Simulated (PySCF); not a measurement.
One molecule, a ladder of functionals, a line

Molecule: `C(=C)(C)/C=C\F`, C5H7F.

Atom-mapped SMILES (the numbers label the heavy atoms): `[CH2:1]=[C:2]([CH3:3])/[CH:4]=[CH:5]\[F:6]`. Each H is labelled by its parent atom. Ha(C1) is cis to C3; Hb(C1) is trans to C3.

GIAO shieldings (ppm, equivalent atoms averaged) in PySCF 2.14 on the PBE0-D3(BJ)/def2-SVP geometry, basis pcSseg-1, gas phase, non-relativistic:

```tsv
functional	exact exchange (%)	σ(F6)
BLYP	0	264.1
BP86	0	266.2
PBE	0	263.2
B3LYP	20	286.8
PBE0	25	290.5
mPW1PW91	25	291.4
HF	100	347.9
```

Task: Fit each shielding as a line in the percentage of exact exchange.

Result: σ(F6) = 267.0 + 0.83 x (rms 2.9 ppm). The functionals also differ in their semilocal parts, which the line can't hold; Hartree–Fock has no correlation at all.

Task: What does the line predict for BHandHLYP (50 %), and what does the run give?

Result: σ(F6): 308.5 predicted, 314.3 computed ppm.
